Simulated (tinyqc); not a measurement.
ROHF in the sto-6g basis, for LiH, spin multiplicity 3, step by step. One step of it, computed by the program tinyqc.

Problem. Iteration 1: building the Fock matrix. J_ij = sum D_kl (ij|kl) with D = D(alpha) + D(beta), K_ij = sum D_kl (ik|jl) for each spin; F = H + J - K(s); E = tr D H + tr D J / 2 - 0.5 sum_s tr D(s) K(s) + E_nn.

D(alpha) at the start, lower triangle:
```
            1Li 1s     1Li 2s   1Li 2px   1Li 2py    1Li 2pz     2H 1s
1Li 1s    0.000367
1Li 2s   -0.001969   0.010550
1Li 2px   0.000000   0.000000  1.000000
1Li 2py   0.000000   0.000000  0.000000  1.000000
1Li 2pz  -0.008969   0.048065  0.000000  0.000000   0.218980
2H 1s     0.018910  -0.101339  0.000000  0.000000  -0.461691  0.973416
```

D(beta) at the start, lower triangle:
```
            1Li 1s     1Li 2s   1Li 2px   1Li 2py    1Li 2pz     2H 1s
1Li 1s    0.000367
1Li 2s   -0.001969   0.010550
1Li 2px   0.000000   0.000000  0.000000
1Li 2py   0.000000   0.000000  0.000000  0.000000
1Li 2pz  -0.008969   0.048065  0.000000  0.000000   0.218980
2H 1s     0.018910  -0.101339  0.000000  0.000000  -0.461691  0.973416
```

core Hamiltonian H = T + V (hartree), lower triangle:
```
            1Li 1s     1Li 2s    1Li 2px    1Li 2py    1Li 2pz      2H 1s
1Li 1s   -4.626150
1Li 2s   -0.980516  -1.268098
1Li 2px   0.000000   0.000000  -1.043108
1Li 2py   0.000000   0.000000   0.000000  -1.043108
1Li 2pz  -0.004807  -0.053642   0.000000   0.000000  -1.077462
2H 1s    -0.012386  -0.162498   0.000000   0.000000  -0.243670  -0.998280
```

Two-electron integrals (ij|kl) in chemists' order, unique and non-zero (hartree):
```
(11|11) 1.681247   (21|11) 0.242603   (21|21) 0.044507   (22|11) 0.397190
(22|21) 0.090279   (22|22) 0.290625   (31|31) 0.009437   (32|31) 0.014261
(32|32) 0.064236   (33|11) 0.397190   (33|21) 0.090279   (33|22) 0.290625
(33|33) 0.313125   (41|41) 0.009437   (42|41) 0.014261   (42|42) 0.064236
(43|43) 0.016875   (44|11) 0.397190   (44|21) 0.090279   (44|22) 0.290625
(44|33) 0.279374   (44|44) 0.313125   (51|51) 0.009437   (52|51) 0.014261
(52|52) 0.064236   (53|53) 0.016875   (54|54) 0.016875   (55|11) 0.397190
(55|21) 0.090279   (55|22) 0.290625   (55|33) 0.279374   (55|44) 0.279374
(55|55) 0.313125   (61|11) 0.002878   (61|21) 0.000524   (61|22) 0.001101
(61|33) 0.001085   (61|44) 0.001085   (61|51) 0.000071   (61|52) 0.000155
(61|55) 0.001133   (61|61) 0.000007   (62|11) 0.028246   (62|21) 0.006621
(62|22) 0.026073   (62|33) 0.024596   (62|44) 0.024596   (62|51) 0.000909
(62|52) 0.007920   (62|55) 0.029026   (62|61) 0.000097   (62|62) 0.006505
(63|31) 0.000252   (63|32) 0.001655   (63|53) 0.000804   (63|63) 0.000212
(64|41) 0.000252   (64|42) 0.001655   (64|54) 0.000804   (64|64) 0.000212
(65|11) 0.041913   (65|21) 0.009854   (65|22) 0.039395   (65|33) 0.036943
(65|44) 0.036943   (65|51) 0.001429   (65|52) 0.012535   (65|55) 0.044299
(65|61) 0.000146   (65|62) 0.010383   (65|65) 0.016611   (66|11) 0.175746
(66|21) 0.041430   (66|22) 0.173923   (66|33) 0.163082   (66|44) 0.163082
(66|51) 0.004805   (66|52) 0.052537   (66|55) 0.195604   (66|61) 0.000599
(66|62) 0.061910   (66|65) 0.100527   (66|66) 0.774999
```

nuclear repulsion = 0.52724398 hartree

Give: Coulomb J; exchange K(alpha); exchange K(beta); F(alpha); F(beta); total energy of this density.

Solution.

Coulomb J (hartree), lower triangle:
```
         1Li 1s  1Li 2s  1Li 2px  1Li 2py  1Li 2pz  2H 1s
1Li 1s    1.230
1Li 2s    0.282   0.970
1Li 2px   0.000   0.000    0.960
1Li 2py   0.000   0.000    0.000    0.960
1Li 2pz   0.009   0.088    0.000    0.000    0.989
2H 1s     0.004   0.163    0.000    0.000    0.257  1.723
```

exchange K(alpha) (hartree), lower triangle:
```
         1Li 1s  1Li 2s  1Li 2px  1Li 2py  1Li 2pz  2H 1s
1Li 1s    0.021
1Li 2s    0.031   0.139
1Li 2px   0.000   0.000    0.333
1Li 2py   0.000   0.000    0.000    0.333
1Li 2pz   0.000   0.002    0.000    0.000    0.076
2H 1s    -0.002   0.022    0.000    0.000    0.007  0.654
```

exchange K(beta) (hartree), lower triangle:
```
         1Li 1s  1Li 2s  1Li 2px  1Li 2py  1Li 2pz  2H 1s
1Li 1s    0.002
1Li 2s    0.003   0.011
1Li 2px   0.000   0.000    0.003
1Li 2py   0.000   0.000    0.000    0.003
1Li 2pz   0.000   0.002    0.000    0.000    0.042
2H 1s    -0.002   0.019    0.000    0.000    0.005  0.654
```

F(alpha) (hartree), lower triangle:
```
         1Li 1s  1Li 2s  1Li 2px  1Li 2py  1Li 2pz  2H 1s
1Li 1s   -3.418
1Li 2s   -0.730  -0.438
1Li 2px   0.000   0.000   -0.417
1Li 2py   0.000   0.000    0.000   -0.417
1Li 2pz   0.004   0.032    0.000    0.000   -0.164
2H 1s    -0.007  -0.022    0.000    0.000    0.007  0.071
```

F(beta) (hartree), lower triangle:
```
         1Li 1s  1Li 2s  1Li 2px  1Li 2py  1Li 2pz  2H 1s
1Li 1s   -3.399
1Li 2s   -0.702  -0.309
1Li 2px   0.000   0.000   -0.087
1Li 2py   0.000   0.000    0.000   -0.087
1Li 2pz   0.004   0.032    0.000    0.000   -0.131
2H 1s    -0.007  -0.019    0.000    0.000    0.008  0.071
```

total energy of this density = -1.86446 hartree
